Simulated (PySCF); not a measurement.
# How the method moves the HOMO and LUMO of difluorosilane

Species: difluorosilane, F2H2Si.
Numbering: `[F:1][SiH2:2][F:3]` (hydrogens: H4, H5 on Si2)

Cartesian coordinates in Å at the PBE0-D3(BJ)/def2-SVP level; atoms count from 1:
```xyz
5
F2H2Si angstrom
F     -1.257   -0.941   -0.120
Si     0.000    0.061    0.000
F      1.345   -0.820   -0.117
H     -0.027    0.696    1.336
H     -0.045    1.010   -1.134
```

Basis pcSseg-2 throughout (PySCF), one geometry. Isolated species at its PBE0-D3(BJ)/def2-SVP geometry, gas phase.

Problem. How do the orbital energies, the gap and the dipole change with the method?

Solution. 
```tsv
method	kind	HOMO (eV)	LUMO (eV)	gap (eV)	μ (D)	SCF cycles
BLYP	GGA	-8.44	-0.69	7.74	1.63	13
OPBE	GGA	-8.44	-0.56	7.88	1.57	13
PBE	GGA	-8.48	-0.76	7.71	1.62	12
LDA	LDA	-8.52	-1.01	7.52	1.70	11
B97-D	GGA	-8.54	-0.58	7.97	1.61	13
KT2	GGA	-8.58	-0.84	7.74	1.66	13
BP86	GGA	-8.59	-0.75	7.85	1.61	12
KT3	GGA	-8.66	-0.82	7.84	1.64	13
B97-2	global hybrid	-9.76	0.12	9.88	1.72	11
B3LYP	global hybrid	-9.81	-0.19	9.62	1.74	11
PBE0	global hybrid	-10.00	0.08	10.09	1.74	11
mPW1PW91	global hybrid	-10.05	0.08	10.13	1.74	11
CAM-B3LYP	range-separated hybrid	-11.48	0.94	12.42	1.80	11
BHandHLYP	global hybrid	-11.49	0.81	12.30	1.87	11
wB97X-D	range-separated hybrid	-11.94	1.90	13.84	1.75	12
LC-wPBE	range-separated hybrid	-12.82	2.16	14.98	1.77	12
HF	Hartree–Fock	-13.74	2.78	16.52	1.94	9
```

The HOMO spans 5.30 eV, from BLYP down to HF, and the gap runs from 7.52 eV (LDA) to 16.52 eV (HF). Over the methods BLYP (0 %), OPBE (0 %), PBE (0 %), LDA (0 %), B97-D (0 %), KT2 (0 %), BP86 (0 %), KT3 (0 %), B97-2 (21 %), B3LYP (20 %), PBE0 (25 %), mPW1PW91 (25 %), BHandHLYP (50 %), HF (100 %), a straight line through the gap against the share of exact exchange rises by 0.88 eV for each 10 % (correlation coefficient 0.999). The dipole ranges from 1.57 D (OPBE) to 1.94 D (HF). This basis has no diffuse functions.

Reference dipole: 1.54 D (measured, gas; NIST CCCBDB Release 22 (SRD 101), experimental dipoles); nearest here: OPBE (1.57 D).
